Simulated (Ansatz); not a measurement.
## Telling isomers of BClH4Si apart by their spectra

These gas-phase data were calculated for one isomer of BClH4Si at PBE0-D3(BJ)/pcseg-1 (harmonic, unscaled wavenumbers; equilibrium rotational constants with average atomic masses):

```
rotational constants            : 29.12, 2.672, 2.519 GHz
all wavenumbers above 1500 cm⁻¹ : 2673, 2256, 2232, 2229
dipole moment                   : 0.46 D (PBE0/def2-TZVPD)
```

Candidates:

(1) `B[SiH2]Cl`, a singlet
(2) `[SiH3]BCl`, a singlet

Q: Which structure fits?

A: Candidate (2). 1 mode lies between 2350 and 2900 cm⁻¹, one for each B–H bond, while (1) has 2.

The same quantities for all candidates:

|  | rotational constants (GHz) | wavenumbers above 1500 cm⁻¹ | dipole (D) | E above the lowest, PBE0-D3(BJ)/pcseg-1 (kcal/mol) |
| --- | --- | --- | --- | --- |
| (1) | 16.95, 3.756, 3.189 | 2730, 2627, 2242, 2237 | 1.70 | 3.9 |
| (2) | 29.12, 2.672, 2.519 | 2673, 2256, 2232, 2229 | 0.46 | 0.0 |

Each candidate is one conformer. Programs: Ansatz 0.2.0.
